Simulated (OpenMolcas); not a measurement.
# H3O+ (oxonium): levels of theory compared

We compute a comparison of 6 runs (B2PLYP/STO-3G, M06-2X/STO-3G, PBE0/STO-3G, SVWN5/STO-3G, ACPF/STO-3G, CISD/STO-3G) of H3O+ (oxonium). 

The results are computed with OpenMolcas 26.06.

1 further run of the same task is left out (set aside as unsound or not needed).

## 1. The structure to begin with

H3O+: 4 atoms, total charge +1, spin state singlet. SMILES: `[OH3+]`. The shape is that of a GFN2-xTB optimisation.

Bond lengths: O1–H2 0.983 Å, O1–H3 0.983 Å, O1–H4 0.984 Å. Angles: H2–O1–H3 112.0°, H2–O1–H4 112.0°, H3–O1–H4 112.0°.

## 2. A single-point energy at B2PLYP/STO-3G (run 1)

The input, calc.inp:

```
&GATEWAY
BASLIB=$CurrDir
COORD
4
angstrom
O        0.196050      -0.061020      -0.056900
H        0.214230       0.919440       0.016470
H       -0.413410      -0.366620      -0.765680
H        0.003130      -0.491800       0.806120
BASIS=STO-3G
GROUP=NoSym
&SEWARD
GRIDINPUT
Grid=UltraFine
End of Grid
&SCF
CHARGE=1
KSDFT=B2PLYP_SCF
THRESHOLDS=1e-10 1e-07 1e-07 1e-05
PRORBITALS=1 1
&MBPT2
FROZEN=1
```

The basis set STO-3G is read from a file made from the Basis Set Exchange's data (not shown).

Started as:

```console
export MOLCAS_MEM=1860
pymolcas calc.inp > calc.log
```

The log of the run:

```text
--- Start Module: gateway ---
[...]
--- Stop Module: gateway /rc=_RC_ALL_IS_WELL_ ---
[...]
      Basis functions            8
[...]
--- Start Module: scf ---
[...]
       Convergence after  11 Iterations
[...]
::    Total KS-DFT energy                             -75.5672575620
[...]
      Total spin, S                                     0.0000000000
[...]
      Total electronic charge=   10.000000
      Total            charge=    1.000000
[...]
      Dipole Moment (debye):
      Origin of the operator (angstrom)=    0.1545   -0.0481   -0.0448
                   X= -1.7883E+00               Y=  5.5683E-01               Z=  5.1885E-01           Total=  1.9435E+00
      Center of Charge (angstrom)
[...]
--- Stop Module: scf /rc=_RC_ALL_IS_WELL_ ---
[...]
--- Start Module: mbpt2 ---
[...]
 ###    WARNING: MP2 implementation intended for RHF references only         ###
 ###############################################################################
MBPT2 WARNING: Reference function according to RunFile:KS-DFT
I'll assume you know what you're doing and continue
WARNING!
Default frozen orbitals as non valence orbitals is overwritten by user input.
Default values:   1
[...]
       Reference weight ( Cref**2 )         =        0.97446
::    Total MBPT2 energy                              -75.6274372442
[...]
      Total MBPT2 calculations                           0.04      0.03
--- Stop Module: mbpt2 /rc=_RC_ALL_IS_WELL_ ---
[...]
```

Wall time 2.8 s (1 thread of Intel Xeon Platinum 8488C (Sapphire Rapids), shared host); peak memory 0.37 GiB.

## 3. The energy at M06-2X/STO-3G (run 2)

The input, calc.inp:

```
* H3O Kohn-Sham DFT

&GATEWAY
 BASLIB = $CurrDir
 COORD
 4
 angstrom
 O        0.196050      -0.061020      -0.056900
 H        0.214230       0.919440       0.016470
 H       -0.413410      -0.366620      -0.765680
 H        0.003130      -0.491800       0.806120
 BASIS = STO-3G
 GROUP = NoSym

&SEWARD
 GRIDINPUT
 Grid=UltraFine
 End of Grid

&SCF
 CHARGE = 1
 KSDFT = M062X
 THRESHOLDS = 1e-10 1e-07 1e-07 1e-05
 PRORBITALS = 1 1
```

The basis set STO-3G is read from a file made from the Basis Set Exchange's data (not shown).

Started as:

```console
export MOLCAS_MEM=1860
pymolcas calc.inp > calc.log
```

The log of the run:

```text
--- Start Module: gateway ---
[...]
--- Stop Module: gateway /rc=_RC_ALL_IS_WELL_ ---
--- Start Module: seward ---
[...]
      Basis functions            8
--- Stop Module: seward /rc=_RC_ALL_IS_WELL_ ---
--- Start Module: scf ---
[...]
       Convergence after  11 Iterations
[...]
::    Total KS-DFT energy                             -75.6822345887
[...]
      Total spin, S                                     0.0000000000
[...]
      Total electronic charge=   10.000000
      Total            charge=    1.000000
[...]
      Dipole Moment (debye):
      Origin of the operator (angstrom)=    0.1545   -0.0481   -0.0448
                   X= -1.7979E+00               Y=  5.5984E-01               Z=  5.2163E-01           Total=  1.9540E+00
      Center of Charge (angstrom)
[...]
--- Stop Module: scf /rc=_RC_ALL_IS_WELL_ ---
[...]
```

It took 3.3 s on 1 thread of Intel Xeon Platinum 8488C (Sapphire Rapids), shared host; peak memory 0.37 GiB.

Runs 3 to 5 aren't shown in full; the table further down has their settings and results.

## 4. The energy at CISD/STO-3G (run 6)

The input, calc.inp:

```
&GATEWAY
BasLib=$CurrDir
Coord
4
angstrom
O        0.196050      -0.061020      -0.056900
H        0.214230       0.919440       0.016470
H       -0.413410      -0.366620      -0.765680
H        0.003130      -0.491800       0.806120
Basis=STO-3G
Group=NoSym
&SEWARD
&SCF
Charge=1
Thresholds=1e-10 1e-07 1e-07 1e-05
PrOrbitals=1 1
&MOTRA
Frozen=1
&GUGA
Electrons=8
Spin=1
Inactive=4
Active=0
CIAll=1
&CPF
SDCI
```

The basis set STO-3G is read from a file made from the Basis Set Exchange's data (not shown).

Started as:

```console
export MOLCAS_MEM=1860
pymolcas calc.inp > calc.log
```

The log of the run:

```text
--- Start Module: gateway ---
[...]
--- Stop Module: gateway /rc=_RC_ALL_IS_WELL_ ---
[...]
      Basis functions            8
[...]
       Convergence after  11 Iterations
[...]
::    Total SCF energy                                -75.3299898562
[...]
      Total spin, S                                     0.0000000000
[...]
      *** WARNING: Default frozen orbitals is overwritten by user input.
      *** Default values:   1
[...]
--- Start Module: guga ---
[...]
--- Stop Module: guga /rc=_RC_ALL_IS_WELL_ ---
--- Start Module: cpf ---
[...]
      Active orbitals                            0       0
[...]
      Spin quantum number                      0.0
[...]
     FINAL CI ENERGY           -75.39158864
     FINAL CORRELATION ENERGY   -0.06159879  REFERENCE ENERGY     -75.32998986
[...]
     REL. CI ENERGY            -75.39158864
[...]
      Total electronic charge=   10.000000
      Total            charge=    1.000000
[...]
      Dipole Moment (debye):
      Origin of the operator (angstrom)=    0.1545   -0.0481   -0.0448
                   X= -1.7278E+00               Y=  5.3806E-01               Z=  5.0124E-01           Total=  1.8777E+00
      Quadrupole Moment (debye*angstrom):
[...]
--- Stop Module: cpf /rc=_RC_ALL_IS_WELL_ ---
[...]
```

Wall time 1.7 s (1 thread of Intel Xeon Platinum 8488C (Sapphire Rapids), shared host); peak memory 0.37 GiB.

## 5. The series

| run | level | frozen core orbitals | integration grid | energy (Eh) | HOMO energy (eV) | LUMO energy (eV) | HOMO–LUMO gap (eV) | wall time |
| --- | --- | --- | --- | --- | --- | --- | --- | --- |
| 1 | B2PLYP/STO-3G | 1 | UltraFine | -75.583506 | -21.14 | -1.13 | 20.01 | 2.8 s |
| 2 | M06-2X/STO-3G | – | UltraFine | -75.682235 | -20.87 | -1.67 | 19.20 | 3.3 s |
| 3 | PBE0/STO-3G | – | UltraFine | -75.616084 | -18.80 | -3.19 | 15.61 | 3 s |
| 4 | SVWN5/STO-3G | – | UltraFine | -75.109325 | -16.20 | -4.57 | 11.62 | 2.7 s |
| 5 | ACPF/STO-3G | 1 | – | -75.392955 | -24.89 | 2.59 | 27.49 | 1.7 s |
| 6 | CISD/STO-3G | 1 | – | -75.391589 | -24.89 | 2.59 | 27.49 | 1.7 s |

## 6. Summary of results

| quantity | value |
| --- | --- |
| run 6: total energy | -75.39159 Eh |
| run 6: HOMO energy (Hartree–Fock orbitals) | -24.89 eV |
| run 6: LUMO energy (Hartree–Fock orbitals) | 2.59 eV |
| run 6: HOMO–LUMO gap (Hartree–Fock orbitals) | 27.49 eV |
| run 6: correlation energy (1 core orbital frozen) | -61.6 mEh |

What this shows: Over runs 1, 2, 3, 4 the HOMO–LUMO gap runs from 11.62 eV (SVWN5/STO-3G) to 20.01 eV (B2PLYP/STO-3G). A double hybrid's value is that of its SCF part. For B2PLYP the log adds the whole second-order term; the table takes 0.27 of it, as the functional is defined. Totals of different functionals can't be ranked against each other. In runs 1, 2, 3, 4, 5, 6 the basis is minimal, so the values are rough. All runs together took 15 s, the longest 3.3 s.
